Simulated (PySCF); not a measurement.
Potential energy curve for SMILES [SiH4] (H4Si). The Si1–H5 bond (Si1 also carries H, H, H; H5 carries nothing else) is stretched with both fragments frozen at the PBE0/def2-TZVP optimised geometry.

Computed with CCSD(T) on UHF/cc-pVDZ, 5 core orbitals frozen in PySCF.

**Question.** Relative to R = 1.48 Å, what are the energies at R = 1.11, 1.39, 2.45, 4.46 Å?

**Answer.** 54.9 kcal/mol at 1.11 Å, 2.4 kcal/mol at 1.39 Å, 59.2 kcal/mol at 2.45 Å, 91.2 kcal/mol at 4.46 Å.

The unrestricted determinant behind UCCSD(T) is spin-contaminated at 2.22 to 5.19 Å (<S²> up to 1.0, against 0.00 for a pure singlet).
